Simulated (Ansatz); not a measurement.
# AlH₄ (doublet): the correlation ladder at a displaced geometry (v2), 6-31G

Aim: climb from Hartree-Fock through coupled cluster for AlH₄ (doublet) at one geometry and basis, and see what each rung misses.

Computed with Ansatz 0.2.0, Gaussian basis. Level: 6-31G, correlated electrons: outside noble gas.

The runs, in order: UHF; CCSD(T) on ROHF; CCSD(T) on UHF; BCCD(T) on ROHF; CISD; CCSDT(Q) on ROHF; CCSDT(Q) on UHF; CISDTQ; CCSDTQ on ROHF; CCSDTQ on UHF; Full CI.

**1. The system**

The geometry is a PBE0/def2-TZVP stationary point (not a proven minimum) with its atoms shifted at random (size 0.100 Å).

5 atoms, charge 0, spin multiplicity 2.

Atoms are counted from 1 here; the program's logs count them from 0.

Bond lengths: Al1–H4 1.524 Å, Al1–H5 1.638 Å, H2–H3 0.692 Å. Angles: H4–Al1–H5 123.6°.

In the tables R marks a restricted open-shell determinant and U an unrestricted one; correlation energies count from the lowest restricted Hartree-Fock solution.

**2. UHF**

Contents of in.yaml:

```yaml
crystal:
  periodic: [false, false, false]
  atoms:
    - {symbol: Al, position_ang: [-0.047956, 0.006434, -0.131318]}
    - {symbol: H, position_ang: [0.295759, 0.016463, 1.998816]}
    - {symbol: H, position_ang: [-0.393409, -0.026669, 1.961252]}
    - {symbol: H, position_ang: [0.740067, 1.310277, -0.165719]}
    - {symbol: H, position_ang: [0.641319, -1.472295, -0.279096]}
basis:
  gaussian: {orbitals: 6-31G}
magnetization: {spin_polarized: true, initial_magnetization: 1}
hamiltonian: {xc: hf}
output: {orbitals: {seedname: orbitals}}
```

The run is started by

```
> ansatz run in.yaml --threads 1 --pin off --events-out ev --progress --plain --max-ram 2393MiB
```

Further steps of the session: CCSD(T) on ROHF; CCSD(T) on UHF; BCCD(T) on ROHF; CISD; CCSDT(Q) on ROHF; CCSDT(Q) on UHF; CISDTQ; CCSDTQ on ROHF; CCSDTQ on UHF; Full CI.

Q: Predict the results of all the runs planned. Wanted: correlation energy, FCI; RMP2 from FCI; UMP2 from FCI; RCCSD from FCI; RCCSD(T) from FCI; UCCSD(T) from FCI; RCCSDT(Q) from FCI; UCCSDT(Q) from FCI; T1 diagnostic.

The runs gave:

```
                                      quantity                                                                                                      value
                       correlation energy, FCI                                                                                                 -1.9030 eV
                                 RMP2 from FCI                                                                                            +13.54 kcal/mol
                                 UMP2 from FCI                                                                                            +13.48 kcal/mol
                                RCCSD from FCI                                                                                             +0.60 kcal/mol
                             RCCSD(T) from FCI                                                                                             +0.21 kcal/mol
                             UCCSD(T) from FCI                                                                                             +0.20 kcal/mol
                            RCCSDT(Q) from FCI                                                                                              0.00 kcal/mol
                            UCCSDT(Q) from FCI                                                                                              0.00 kcal/mol
levels of the table within 1 kcal/mol (43 meV)  RCCSD, UCCSD, RCCSD(T), UCCSD(T), BCCD(T), RCCSDT, UCCSDT, CISDTQ, RCCSDT(Q), UCCSDT(Q), RCCSDTQ, UCCSDTQ
                                 T1 diagnostic                                                                                                      0.013
                effectively unpaired electrons                                                                                                       1.02
```

What this shows: RCCSD(T) lands +0.21 kcal/mol from the yardstick (0.5 % of the correlation energy). One determinant dominates. These misses are within one basis, not against nature; the frozen cores of restricted and unrestricted runs differ, which can shift their rows.
